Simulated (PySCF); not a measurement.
**Potential energy of BN⁺ along the bond**

Set-up: B cc-pVTZ, N cc-pVTZ; no relativity (PySCF 2.14). Energies in eV from B⁺ + N in their ground configurations at the same level. State: ⁴Σ⁻ (quartet), unpaired electrons σ ↑, π ↑↑.

All columns are r²SCAN. A positive dipole points towards N; it is taken about the centre of mass and depends on that origin.

```
R (Å)  E (eV)  μ (D)  Mulliken charge on B (basis-dependent)  HOMO (eV)  LUMO (eV)  Mayer bond order  ⟨S²⟩
1.240  -1.388  -2.45                                    0.61     -17.30     -15.91              1.86  3.75
1.298  -1.932  -2.57                                    0.65     -17.25     -15.48              1.81  3.75
1.355  -2.232  -2.69                                    0.69     -17.20     -15.09              1.77  3.75
1.399  -2.340  -2.76                                    0.72     -17.16     -14.82              1.73  3.75
1.442  -2.374  -2.83                                    0.74     -17.12     -14.57              1.69  3.76
1.485  -2.352  -2.88                                    0.76     -17.08     -14.33              1.65  3.76
1.543  -2.263  -2.94                                    0.77     -17.03     -14.05              1.59  3.76
1.615  -2.094  -2.97                                    0.78     -16.97     -13.72              1.49  3.76
1.702  -1.858  -2.98                                    0.78     -16.89     -13.37              1.35  3.77
1.817  -1.550  -2.99                                    0.78     -16.79     -13.01              1.14  3.78
```

A fit through these points gives, at Re = 1.444 Å, μ = -2.83 D and dμ/dR = -1.37 D/Å; the reduced mass is 6.164 u.

Q: How strong is the fundamental in the double-harmonic approximation, I = 42.26·(dμ/dR)²/μred km/mol?

A: I = 42.26·(-1.37)²/6.164 = 12.9 km/mol at r²SCAN.

For an ion De counts to the pair picked by the measured ionisation energies or electron affinities, which need not be the lowest pair at this level. The state is the lowest determinant that a PBE0 search found; another state may lie lower at other levels.
